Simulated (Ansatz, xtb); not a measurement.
## Relaxing a trial structure of HOSi2−

The starting geometry of this gas-phase singlet has its atoms placed at random.

```yaml
atoms:
  - { symbol: O, position_ang: [0.2245, 1.1091, -0.7223] }
  - { symbol: Si, position_ang: [1.4139, -0.2324, -0.5857] }
  - { symbol: Si, position_ang: [-1.3015, -0.2412, 0.7073] }
  - { symbol: H, position_ang: [0.6012, -0.7933, 0.8915] }
```

Task: One run relaxed it with r2SCAN-D4/def2-SVPD. What is a likely outcome?

Result: It ends as a structure with H4 bridging Si3 and Si2, given below by its coordinates. Contacts that close: O1–Si3 (2.49 → 1.79 Å), Si2–Si3 (3.01 → 2.23 Å), Si2–H4 (1.78 → 1.77 Å), Si3–H4 (1.99 → 1.77 Å).

The energy falls by 2.39 eV over 10 steps:

```tsv
step	E − E(last) (eV)
1	2.385
2	1.256
3	0.507
4	0.078
5	0.026
6	0.002
7	0.000
8	0.000
9	0.000
10	0.000
```

Final geometry (Å):

```xyz
4

O     0.0977    1.0843   -0.4663
Si    1.1173   -0.3815   -0.6130
Si   -0.9007   -0.1857    0.3090
H     0.6239   -0.6750    1.0610
```

From the same start GFN2-xTB ends elsewhere, in pieces: OSi2 + H.

From so rough a start the end depends on the optimiser's path, so another program may land elsewhere. No frequencies were run, so the end isn't proven a minimum. Run with Ansatz 0.2.0, 48 s on 1 thread of AMD EPYC (Zen 3), with other jobs on the host.
